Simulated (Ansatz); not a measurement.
# HN2Si: the cost of one run

Program: Ansatz 0.2.0, Gaussian basis. Level of theory: def2-QZVPP, all electrons in the functionals, frozen cores in the correlation of double hybrids and RPA. These are calculated values, not measurements.

To be run: wB97M-V, B2PLYP, at charge 0, quartet; charge 0, doublet; charge 0, sextet; charge 1, triplet; charge 1, quintet.

### Step 1. The system

The geometry is a PBE0/def2-TZVP stationary point (not a proven minimum).

4 atoms, charge 0, spin multiplicity 4.

Atoms are counted from 1 here; the program's logs count them from 0.

Bond lengths: N1–Si2 1.697 Å, Si2–N3 1.697 Å, Si2–H4 1.480 Å. Angles: N1–Si2–N3 124.0°, N1–Si2–H4 118.0°, N3–Si2–H4 118.0°.

As a file:

```xyz
4
charge 0, multiplicity 4
N     0.0000   -0.4320    1.4989
Si    0.0000    0.3647    0.0000
N     0.0000   -0.4320   -1.4989
H     0.0000    1.8442    0.0000
```

No dispersion term is added; wB97M-V holds VV10 nonlocal correlation.

The geometry shown and the zero of energy belong to the point charge 0, quartet. The yardstick, UCCSD(T), and other wave-function levels (R restricted, U unrestricted, valence and pair active spaces) come from earlier runs.

### Step 2. wB97M-V, charge 0, quartet

in.yaml

```yaml
crystal:
  periodic: [false, false, false]
  atoms:
    - {symbol: N, position_ang: [0.000000, -0.431982, 1.498918]}
    - {symbol: Si, position_ang: [0.000000, 0.364687, 0.000000]}
    - {symbol: N, position_ang: [0.000000, -0.431982, -1.498918]}
    - {symbol: H, position_ang: [0.000000, 1.844223, 0.000000]}
basis:
  gaussian: {orbitals: "def2-QZVPP.json"}
magnetization: {spin_polarized: true, initial_magnetization: 3}
hamiltonian: {xc: {name: wB97M-V}}
output: {orbitals: {seedname: orbitals}}
```

The run is started by

```sh
$ ansatz run in.yaml --threads 1 --pin off --events-out ev --progress --plain --max-ram 2393MiB
```

What time and memory should one allow on 1 thread of Arm Neoverse V1, shared host?

About 39 s, with a peak of 0.58 GiB.
